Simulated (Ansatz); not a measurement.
**Scan of BCl, triplet**

Starting geometry (PBE0/def2-TZVP stationary point for this spin):

| atom | x (Å) | y (Å) | z (Å) |
| --- | --- | --- | --- |
| B | 0.0000 | 0.0000 | 0.0000 |
| Cl | 0.0000 | 0.0000 | 1.6966 |

From there Cl2 moves along the line of the two atoms named below, all else staying in place; atoms are numbered as listed. Energies are in kJ/mol, counted from the starting geometry at the same level.

Basis 6-31G; Ansatz 0.2.0. Correlated methods freeze the noble-gas cores. R marks a restricted (for open shells ROHF) determinant, U an unrestricted one.

For open shells CISD is restricted-active-space CI with the open shells as a complete middle space. The reference follows the lowest state, whose symmetry changes from Π to Σ⁺ or Δ between 3.137 and 3.816.

Full CI is exact within this basis and frozen core; it isn't the basis-set limit. The frozen core follows each run's orbitals, which can shift R against U totals by a few meV.

```csv
distance B1-Cl2 (Å),full CI,unpaired electrons (full CI),error CISD,error RCCSD,error UCCSD,error BCCD(T),error RCCSDT,error UCCSDTQ
1.333,491.8,2.01,-1.9,-1.7,-1.8,-0.5,0.0,0.0
1.543,88.1,2.01,-0.9,-0.7,-0.8,-0.3,0.0,0.0
1.697,0.0,2.02,0.0,0.0,0.0,0.0,0.0,0.0
1.842,-11.6,2.02,1.0,0.8,0.9,0.4,0.1,0.0
2.024,16.7,2.03,2.5,2.1,2.0,1.2,0.2,0.0
2.364,96.4,2.06,7.0,4.4,0.7,2.4,0.6,0.1
2.746,147.3,2.08,2.3,-2.6,-2.8,0.4,0.4,0.1
3.137,156.8,2.08,-0.6,-3.8,-3.9,-0.3,0.3,0.1
3.816,154.2,2.11,0.4,-2.1,-2.2,1.7,1.3,4.6*
4.675,156.0,2.14,-1.5,-4.0,-4.1,-0.1,0.6,0.1
5.654,157.2,2.14,-1.8,-4.3,-4.4,-0.5,0.4,0.1
```

An asterisk marks runs whose energy the program itself flagged as in doubt.

Unpaired electrons are Σ n²(2−n)² over natural occupations. Errors are those of relative energies. In total energy the starting point itself misses full CI by: CISD 11.1, RCCSD 6.6, UCCSD 6.7, BCCD(T) 1.2, RCCSDT -0.3, UCCSDTQ -0.1 kJ/mol.

Spread of the error over the points with a reference, to 5.654 Å (largest less smallest): RCCSDT 1.3, BCCD(T) 2.9, UCCSDTQ 4.6, UCCSD 6.5, RCCSD 8.7, CISD 8.9 kJ/mol.

Going outwards, the relative energy of RCCSD first misses by more than 4.2 kJ/mol (1 kcal/mol) at 2.364 Å.

Going outwards, the relative energy of UCCSDTQ first misses by more than 4.2 kJ/mol (1 kcal/mol) at 3.816 Å.
